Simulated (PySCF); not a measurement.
Al(CH₃)₂F, optimised at PBE0/def2-TZVP:

```xyz
10

C     -1.7381    -0.3434     0.0665
Al    -0.0499     0.5955    -0.1463
C      1.7435    -0.1352     0.0163
F     -0.1514     2.2125    -0.5053
H     -2.2762     0.0258     0.9458
H     -1.6099    -1.4220     0.1850
H     -2.3941    -0.1710    -0.7920
H      2.2864    -0.0432    -0.9300
H      2.3245     0.4186     0.7603
H      1.7465    -1.1897     0.3021
```

Energies from PySCF, thermal terms from the rigid-rotor harmonic-oscillator model, ideal gas at 1 bar. 6-31G* has spherical d functions here. All species are closed-shell singlets. B3LYP is the form with VWN-RPA correlation. Al(CH₃)₂F: computed as isolated molecules; such fragments, hydroxides, amides, oligomers or adducts are transient or little studied in the gas.

Q: List the harmonic frequencies (cm⁻¹, unscaled, methyl torsions left out) at this level and at the other levels, each on its own geometry.

A: 
- PBE0/def2-TZVP: 166, 206, 212, 549, 565, 640, 697, 705, 726, 851, 1222, 1222, 1436, 1440, 1444, 1445, 3039, 3041, 3114, 3114, 3132, 3133
- B3LYP/6-31G*: 171, 214, 224, 537, 596, 656, 724, 732, 733, 876, 1281, 1282, 1490, 1490, 1496, 1497, 3034, 3036, 3100, 3100, 3117, 3118
- HF/6-31G*: 179, 228, 235, 561, 636, 693, 760, 775, 779, 917, 1401, 1404, 1600, 1602, 1606, 1607, 3170, 3172, 3229, 3230, 3246, 3248
- PBE/def2-SVP: 163, 200, 214, 524, 546, 614, 670, 687, 705, 846, 1165, 1166, 1373, 1375, 1378, 1379, 2964, 2966, 3053, 3054, 3075, 3076
